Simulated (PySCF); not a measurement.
Species: 2-methyloxazole, C₄H₅NO.
Bonds: C1–C2, C2–N3 (aromatic), N3–C4 (aromatic), C4–C5 (aromatic), C5–O6 (aromatic), C2–O6 (aromatic). Hydrogens: H7, H8, H9 on C1; H10 on C4; H11 on C5.

The same species was optimised twice, with GFN2-xTB and with PBE0-D3(BJ)/def2-SVP (PySCF), and the same property calculations (PySCF, gas phase) were run on both structures.

```
  coordinate  GFN2-xTB  PBE0-D3(BJ)/def2-SVP  change
   N3–C4 (Å)     1.367                 1.379  +0.012
   C5–O6 (Å)     1.353                 1.356  +0.003
   C2–O6 (Å)     1.348                 1.350  +0.002
   C4–C5 (Å)     1.356                 1.358  +0.002
   C1–C2 (Å)     1.481                 1.480  -0.001
   C2–N3 (Å)     1.295                 1.295   0.000
C1–C2–O6 (°)     119.9                 118.0    -1.9
C1–C2–N3 (°)     126.8                 128.6    +1.8
C2–N3–C4 (°)     105.4                 104.9    -0.5
C4–C5–O6 (°)     107.9                 107.5    -0.4
C2–O6–C5 (°)     105.0                 105.3    +0.3
N3–C4–C5 (°)     108.6                 108.9    +0.3
N3–C2–O6 (°)     113.2                 113.4    +0.2
```

Rotational constants: A = 9260, B = 3761, C = 2720 MHz (GFN2-xTB) against A = 9213, B = 3745, C = 2708 MHz (PBE0-D3(BJ)/def2-SVP).

On the GFN2-xTB structure: HOMO (eV) -6.98 [PBE0/pcSseg-1]; LUMO (eV) 0.09 [PBE0/pcSseg-1]; dipole (D) 1.38 [PBE0/pcSseg-1]; GIAO shielding of C1 (ppm) 170.4 [PBE0/pcSseg-1]; GIAO shielding of C2 (ppm) 20.9 [PBE0/pcSseg-1]; GIAO shielding of N3 (ppm) -26.7 [PBE0/pcSseg-1]; GIAO shielding of C4 (ppm) 51.9 [PBE0/pcSseg-1]; GIAO shielding of C5 (ppm) 42.6 [PBE0/pcSseg-1]; GIAO shielding of O6 (ppm) 15.0 [PBE0/pcSseg-1].

Q: What do these properties become on the PBE0-D3(BJ)/def2-SVP structure?

A: 
| property | level | on GFN2-xTB | on PBE0-D3(BJ)/def2-SVP | change |
| --- | --- | --- | --- | --- |
| HOMO (eV) | PBE0/pcSseg-1 | -6.98 | -7.01 | -0.03 |
| LUMO (eV) | PBE0/pcSseg-1 | 0.09 | 0.07 | -0.02 |
| dipole (D) | PBE0/pcSseg-1 | 1.38 | 1.44 | +0.06 |
| energy, GFN2-xTB geometry as zero (kcal/mol) | PBE0/pcSseg-1 | 0.0 | -0.4 | -0.4 |
| GIAO shielding of C1 (ppm) | PBE0/pcSseg-1 | 170.4 | 169.1 | -1.3 |
| GIAO shielding of C2 (ppm) | PBE0/pcSseg-1 | 20.9 | 20.8 | -0.1 |
| GIAO shielding of N3 (ppm) | PBE0/pcSseg-1 | -26.7 | -26.3 | +0.4 |
| GIAO shielding of C4 (ppm) | PBE0/pcSseg-1 | 51.9 | 50.7 | -1.2 |
| GIAO shielding of C5 (ppm) | PBE0/pcSseg-1 | 42.6 | 41.5 | -1.1 |
| GIAO shielding of O6 (ppm) | PBE0/pcSseg-1 | 15.0 | 9.9 | -5.1 |

The heavy atoms differ by 0.015 Å rms after alignment. Among bonds between heavy atoms N3–C4 changes most (+0.012 Å). Changes are differences of the printed values. Neither structure is proved a minimum here.
